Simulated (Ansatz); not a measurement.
**C₅H₁₂S: a ladder of functionals and wavefunction methods**

An exercise on one series of results from a longer session: the logs are not shown, and one member is left open.

Computed with Ansatz 0.2.0, Gaussian basis. Level: functionals in def2-TZVPP, the program's frozen cores in correlated methods.

Plan: LDA (SPW92), PBE-D4, revPBE-D4, BLYP-D4, r2SCAN-D4, B97M-V, PBE0-D4, B3LYP-D4, r2SCANh-D4, r2SCAN0-D4, HSE06-D4, BHLYP-D4, CAM-B3LYP-D4, LC-ωPBE, ωB97X-V, ωB97M-V, B2PLYP, PBE-QIDH; CCSD(T)/def2-SVP; CCSD(T)/def2-TZVPP; MP2/def2-QZVPP; extrapolation to the limit; RPA on PBE.

**The geometry**

All runs share one geometry, relaxed beforehand with PBE0-D4 in a triple-zeta def2 set.

18 atoms, charge 0, spin multiplicity 1.

Atoms are counted from 1 here; the program's logs count them from 0.

Bond lengths: C1–C2 1.524 Å, C1–H7 1.093 Å, C1–H8 1.092 Å, C1–H9 1.094 Å, C2–C3 1.528 Å, C2–C4 1.524 Å, C2–C5 1.534 Å, C3–H10 1.094 Å, C3–H11 1.093 Å, C3–H12 1.094 Å, C4–H13 1.094 Å, C4–H14 1.093 Å, C4–H15 1.092 Å, C5–S6 1.813 Å, C5–H16 1.093 Å, C5–H17 1.094 Å, S6–H18 1.341 Å. Angles: C2–C1–H7 110.5°, C2–C1–H8 111.2°, C2–C1–H9 111.2°, H7–C1–H8 107.7°, H7–C1–H9 107.8°, H8–C1–H9 108.3°, C1–C2–C3 109.4°, C1–C2–C4 109.9°, C1–C2–C5 110.6°, C3–C2–C4 109.5°, C3–C2–C5 106.9°, C4–C2–C5 110.5°, C2–C3–H10 111.2°, C2–C3–H11 110.6°, C2–C3–H12 111.3°, H10–C3–H11 107.8°, H10–C3–H12 108.0°, H11–C3–H12 107.8° and more.

Set-up of the first run:

in.yaml reads:

```yaml
crystal:
  periodic: [false, false, false]
  atoms:
    - {symbol: C, position_ang: [-0.641316, -1.304756, -0.273261]}
    - {symbol: C, position_ang: [0.184871, -0.042759, -0.055355]}
    - {symbol: C, position_ang: [1.540032, -0.420427, 0.540493]}
    - {symbol: C, position_ang: [0.394109, 0.675678, -1.382919]}
    - {symbol: C, position_ang: [-0.502574, 0.884635, 0.954188]}
    - {symbol: S, position_ang: [-2.147692, 1.510509, 0.521207]}
    - {symbol: H, position_ang: [-0.113098, -1.998411, -0.932327]}
    - {symbol: H, position_ang: [-1.602212, -1.072016, -0.737756]}
    - {symbol: H, position_ang: [-0.832003, -1.822018, 0.672216]}
    - {symbol: H, position_ang: [2.152639, 0.467208, 0.722658]}
    - {symbol: H, position_ang: [2.091978, -1.073213, -0.140772]}
    - {symbol: H, position_ang: [1.422296, -0.950243, 1.490165]}
    - {symbol: H, position_ang: [1.018874, 1.564516, -1.254241]}
    - {symbol: H, position_ang: [0.891220, 0.017909, -2.100544]}
    - {symbol: H, position_ang: [-0.559585, 0.990887, -1.811233]}
    - {symbol: H, position_ang: [-0.564551, 0.400368, 1.931606]}
    - {symbol: H, position_ang: [0.099993, 1.787871, 1.086547]}
    - {symbol: H, position_ang: [-2.832970, 0.384263, 0.769307]}
basis:
  gaussian: {orbitals: def2-TZVPP}
hamiltonian: {xc: lda}
output: {orbitals: {seedname: orbitals}}
```

Command:

```
ansatz run in.yaml --threads 2 --pin off --events-out ev --progress --plain --max-ram 32768MiB --backend cuda --devices 0, --max-vram 18GiB
```

Among the steps run: LDA; PBE-D4 (GGA); revPBE-D4 (GGA); BLYP-D4 (GGA); r2SCAN-D4 (meta-GGA); B97M-V (meta-GGA); B3LYP-D4 (hybrid); r2SCANh-D4 (hybrid); r2SCAN0-D4 (hybrid); HSE06-D4 (hybrid); BHLYP-D4 (hybrid); CAM-B3LYP-D4 (range-separated); LC-ωPBE (range-separated); ωB97X-V (range-separated); ωB97M-V (range-separated); B2PLYP (double hybrid); PBE-QIDH (double hybrid).

One table of the session follows, with a row left open; its other results are not shown here.

It belongs to the step «Frontier levels by functional». 

| functional | HOMO (eV) | LUMO (eV) | gap (eV) |
| --- | --- | --- | --- |
| LDA (SPW92) | ? | ? | ? |
| PBE-D4 | -5.52 | -0.39 | 5.13 |
| revPBE-D4 | -5.46 | -0.28 | 5.18 |
| BLYP-D4 | -5.36 | -0.33 | 5.03 |
| r2SCAN-D4 | -5.76 | 0.03 | 5.78 |
| B97M-V | -5.88 | -0.24 | 5.63 |
| PBE0-D4 | -6.75 | 0.51 | 7.25 |
| B3LYP-D4 | -6.51 | 0.21 | 6.72 |
| r2SCANh-D4 | -6.22 | 0.34 | 6.56 |
| r2SCAN0-D4 | -6.90 | 0.79 | 7.70 |
| HSE06-D4 | -6.34 | 0.13 | 6.47 |
| BHLYP-D4 | -7.85 | 1.25 | 9.10 |
| CAM-B3LYP-D4 | -8.10 | 1.39 | 9.49 |
| LC-ωPBE | -9.51 | 2.67 | 12.18 |
| ωB97X-V | -9.15 | 2.45 | 11.59 |
| ωB97M-V | -8.99 | 2.11 | 11.10 |

**Question.** Estimate the row for LDA (SPW92).

The run gave: HOMO (eV): -5.65; LUMO (eV): -0.60; gap (eV): 5.05. In the column «HOMO (eV)» it lies between r2SCAN-D4 (-5.76) and PBE-D4 (-5.52).
